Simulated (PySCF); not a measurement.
SMILES O=C=S, COS

Molfile (atoms numbered from 1):
```
COS
     RDKit          3D

  3  2  0  0  0  0  0  0  0  0999 V2000
   -1.2998    0.3172    0.0084 O   0  0  0  0  0  0  0  0  0  0  0  0
   -0.1675    0.0824    0.0105 C   0  0  0  0  0  0  0  0  0  0  0  0
    1.3637   -0.2352    0.0133 S   0  0  0  0  0  0  0  0  0  0  0  0
  1  2  2  0
  2  3  2  0
M  END
```

Computed, not measured: GIAO B3LYP/cc-pVDZ magnetisability, rotational g tensor and spin-rotation constants, non-relativistic, gas phase (PySCF 2.14.0). Geometry: PBE0-D3(BJ)/def2-SVP.

(1) Give the nuclear spin-rotation constants along the inertial axes (H = +C I·J) beside the isotropic shieldings.

Results:

(1) Rotational constants –, 6.0870, 6.0870 GHz. A star marks the isotopologue with that one atom substituted, in its own axes.
| atom | isotope | Caa (kHz) | Cbb (kHz) | Ccc (kHz) | mean (kHz) | σ (ppm) |
| --- | --- | --- | --- | --- | --- | --- |
| O1 | 17O* | – | -2.175 | -2.175 | -2.175 | 96.8 |
| C2 | 13C* | – | 3.014 | 3.014 | 3.014 | 42.8 |
| S3 | 33S* | – | 1.084 | 1.084 | 1.084 | 793.4 |

For the geometry as given, no vibrational averaging.
